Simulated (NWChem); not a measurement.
System: water (H2O); SMILES O

Input file for NWChem:

```
start job
memory heap 200 mb stack 900 mb global 1100 mb
geometry units angstroms noautoz
  O      0.000000     0.000000     0.133319
  H      0.754171     0.000000    -0.464991
  H     -0.754171     0.000000    -0.464991
end
basis spherical
  * library def2-tzvpd
end
dft
  xc slater vwn_5
  iterations 150
  mulliken
end
task dft energy
```

The geometry was optimised at PBE0/def2-SVP.

**Question.** Give the results of this calculation. (LDA (Slater exchange, VWN5)/def2-TZVPD.) Quantities: energy (Ha); highest occupied level (eV); orbital gap (eV); dipole (D).

**Answer.** 
```
Quantity                      Value
---------------------------  ------
energy (Ha)                  -75.91
highest occupied level (eV)   -7.39
orbital gap (eV)               6.73
dipole (D)                     1.88
```
